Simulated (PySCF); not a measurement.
Level of theory and proton affinities: acetylene

Structure: `C#C` (C2H2). Non-hydrogen atoms are numbered in `[CH:1]#[CH:2]`.

All levels share the PBE0-D3(BJ)/def2-SVP structures and the PBE0-D3(BJ)/def2-SVP thermal terms; only the single-point energies (PySCF) change. Values are proton affinities (298 K, kJ/mol).

```csv
level,C1,abs. error,time
MP2/jun-cc-pV(T+d)Z,601,41.5,3.6 s
CCSD(T)/jun-cc-pV(T+d)Z,633,9.4,49 s
B3LYP-D3(BJ)/def2-TZVP,650,7.9,–
HF/jun-cc-pV(T+d)Z,683,40.7,0.54 s
ATcT 1.112,643,,
```

Times are wall times for all single points of a level on 1 thread of Arm Neoverse V1, a shared host; the dash marks the run that also made the structures.

Hartree-Fock leaves out electron correlation, so its proton affinities can be off by tens of kJ/mol.

The spread: 82 kJ/mol, from 601 to 683.

Caveats: protonation at a multiple bond is drawn as the open cation; a hydrogen-bridged form may lie lower, and the ion may have rearranged by a hydride shift.
